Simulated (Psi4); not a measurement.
Psi4 input (wB97X-D/6-31G*):

```
memory 1500 MB

molecule {
0 2
C     1.32056975    0.24404560    0.00357452
C     0.02503662    0.39748417   -0.00625528
H     1.77580417   -0.75008802    0.02216143
H     2.00843188    1.08316633   -0.00602326
C    -1.20712725   -0.39301893   -0.00053230
H    -0.98200093   -1.46922903    0.01806834
H    -1.82155905   -0.16328037    0.87335447
H    -1.81155081   -0.19163398   -0.88828261
symmetry c1
no_reorient
no_com
}

set {
  basis 6-31G*
  reference uks
  scf_type pk
  dft_radial_points 99
  dft_spherical_points 590
  e_convergence 1e-8
  d_convergence 1e-7
  maxiter 150
}

e = energy('wb97x-d')
print_out(f'\nFINAL {e:.10f} DIPOLE {variable("CURRENT DIPOLE")[0]:.6f} {variable("CURRENT DIPOLE")[1]:.6f} {variable("CURRENT DIPOLE")[2]:.6f}\n')
```

Task: Predict the final energy.

Result: -117.18196 Eh.
